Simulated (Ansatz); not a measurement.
Wurtzite MgTe was calculated with BLYP (Ansatz, a program for electronic structure, plane waves, PAW).

Run with plane-wave cutoff 520 eV, 12×12×6 k mesh (along the axes of the cell as run), Fermi–Dirac smearing 0.01 eV, scalar-relativistic PAW data made under PBE.

Response to compression and expansion (c/a stays at 1.633):

Shape and atoms are relaxed at each volume.

```
V (Å³/atom)  P (GPa)  direct gap at Γ (eV)
-----------  -------  --------------------
34.305          1.37                 2.467
35.019          0.65                 2.369
35.734          0.00                 2.275
36.449         -0.59                 2.185
37.163         -1.12                 2.098
```

A straight line through the gaps at Γ against ln V gives a volume deformation potential dE_g(Γ)/d ln V of -4.6 eV: the gap at Γ widens under compression.

Note: the bulk modulus comes from volumes at which shape and atoms were relaxed.

Spin–orbit coupling is not included; with these elements it can move the gap by several tenths of an eV or more.
